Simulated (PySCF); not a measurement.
**How methods differ on the ionisation energy of O**

O [He] 2s2 2p4 (3P) → O⁺ [He] 2s2 2p3 (4S), as a difference of total energies. Calculation: PySCF 2.14, in aug-cc-pVQZ with one added diffuse shell each of s, p, d, f, g type (7s6p5d4f3g, 105 functions); the non-relativistic Hamiltonian (point nucleus). Correlated levels: valence: 1s2 frozen. The calculations carry no spin-orbit coupling.

Task: Order these methods by the ionisation energy they give, lowest first.
A. revPBE
B. SCS-MP2 (valence)
C. r2SCAN
D. r2SCAN0

Result: B (13.563 eV), D (13.594 eV), C (13.716 eV), A (13.997 eV).

A first-order spin-orbit estimate (lowest level to lowest level, LS coupling) adds 0.010 eV.

Errors of the correlated levels include the incompleteness of this basis and the frozen core.

For comparison: 13.618 eV (measured; NIST Atomic Spectra Database, ionization energies).
